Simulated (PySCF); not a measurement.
Method: PySCF energies plus ideal-gas RRHO corrections (1 bar). Table values come from the NASA 1993 polynomials. All species are closed-shell singlets. The harmonic model lacks anharmonicity and excited electronic states, which grow with temperature; levels with a mode under 35 cm⁻¹ are left out. Internal rotation in CH₃OCH₃ is treated as a harmonic vibration of one conformer, which makes the entropy rough.

Harmonic frequencies at PBE0/def2-TZVP (cm⁻¹): 213, 247, 412, 977, 1134, 1163, 1194, 1226, 1270, 1454, 1475, 1484, 1484, 1491, 1510, 2978, 2989, 3028, 3034, 3134, 3136. Point group C2v; S°(298 K) = 264.2 J/mol/K at this level.

**Question.** Work out Cp and S° of gaseous CH₃OCH₃ at 500, 800, 1200, 1600, 2000 K from these, and set them beside the table.

**Answer.** 
| T (K) | Cp PBE0/def2-TZVP | Cp table | S° PBE0/def2-TZVP | S° table |
|---|---|---|---|---|
| 500 | 91.7 | 92.8 | 303.3 | 307.8 |
| 800 | 127.5 | 125.7 | 354.7 | 359.0 |
| 1200 | 157.2 | 152.3 | 412.5 | 415.6 |
| 1600 | 174.3 | 168.6 | 460.3 | 461.8 |
| 2000 | 184.5 | 178.9 | 500.4 | 500.6 |
Units J/mol/K.
